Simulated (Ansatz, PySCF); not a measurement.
Reaction (SMILES): N#CC(F)(F)F + H+ → [NH+]#CC(F)(F)F
Each molecule is optimised on its own at B3LYP-D3(BJ)/def2-TZVP (Ansatz, a program for electronic structure).
Geometry of the first species:
SMILES: N#CC(F)(F)F
```xyz
6

C      0.0001    -0.0015    -0.3215
C     -0.0004     0.0053     1.1599
F     -0.0086     1.2491    -0.7901
F      1.0896    -0.6222    -0.7811
F     -1.0802    -0.6377    -0.7817
N     -0.0008     0.0106     2.3065
```

Property: proton affinity (enthalpy at 298 K, with B3LYP-D3(BJ) rigid-rotor harmonic-oscillator terms from PySCF), positive where the reaction releases energy, in kcal/mol. Cores are frozen in the correlated levels unless marked. Spin-orbit coupling is left out. Non-relativistic. CBS marks a two-point X^-3 extrapolation of the correlation energy; Hartree-Fock from the larger set. The bracket is a focal-point correction in the basis named.

RI-MP2/CBS(cc-pVTZ,cc-pVQZ)+[CCSD(T)-MP2]/cc-pVTZ (Ansatz) gives 161.9 kcal/mol.

Q: Another calculation gave 162.8 kcal/mol. Which level was it?
A. SVWN5/def2-TZVPD (Ansatz)
B. B97M-V/def2-TZVPD (Ansatz)
C. HF/def2-TZVPD (PySCF)

A: B, B97M-V/def2-TZVPD (Ansatz). The others give 165.7 (HF), 159.3 (SVWN5) kcal/mol.
